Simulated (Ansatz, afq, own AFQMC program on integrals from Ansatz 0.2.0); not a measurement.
BH₂O, doublet in cc-pVDZ, levels against CCSDT(Q)

```xyz
4

B     0.0000   -0.2384    0.7416
O     0.0000    0.1607   -0.5303
H     0.0000    0.5590    1.6392
H     0.0000   -0.5526   -1.1750
```

Connectivity, by distances: BH–OH.

Basis cc-pVDZ. Noble-gas cores (and the filled d shells of Ga–Kr and In–Xe) are frozen. AFQMC by an in-house program on the Cholesky factors that Ansatz 0.2.0 writes for its CCSD(T) run. The CISD trial takes its coefficients from CCSD amplitudes. Released means that phaseless walkers are propagated on without the constraint, phases kept. Free AFQMC starts from the CCSD state and is never constrained. Its projection time is finite, and what remains of the start isn't in its error. Error bars are statistical, one sigma.

Determinant: UHF, the one that the program's search chose, which needn't be the lowest solution. The geometry is a point of a scan.

No full CI on the walks' own integrals is used here; CCSDT(Q) serves as the reference and is uncertain by about the last step of the cluster series.

- T1 diagnostic: 0.0176
- weight of the determinant in the CISD state: 0.910
- ⟨S²⟩ of the determinant: 0.753
- size of the correlated space: 11 electrons in 36 orbitals

```tsv
level	correlation energy (eV)
MP2	-6.9187
CCSD	-7.3881
CCSD(T)	-7.5618
```

Question: Estimate where phaseless AFQMC with a CISD trial lies against CCSD(T) on the same integrals.

Answer: 29.3 ± 12.8 meV below CCSD(T).

Reference: CCSDT(Q), correlation energy -7.594 eV. The released energy is read at 2.40 1/Eh (meV from the phaseless value at times in 1/Eh: -7 ± 13 at 0.24, 1 ± 11 at 0.51, -21 ± 11 at 0.99, -2 ± 13 at 1.62, -19 ± 20 at 2.40).

```
         level  E − E(reference) (meV)  share of correlation (%)
       CCSD(T)                    32.1                     99.58
         CCSDT                    17.2                     99.77
   ph-AFQMC/HF            -11.6 ± 50.2                    100.15
 ph-AFQMC/CISD              2.8 ± 12.8                     99.96
released AFQMC            -16.1 ± 19.9                    100.21
    free AFQMC              2.6 ± 15.8                     99.97
```

Free projections are given only where their last times agree within the noise and don't stop above the reference; a slow remainder of the start can still hide under it. A walk keeps the symmetry of its determinant, which the program's search chose and which needn't be the lowest solution, so a lower state of the same spin and another symmetry isn't excluded. Released energies are given only where the last usable release times agree within the noise; a slower fall can still hide under it.
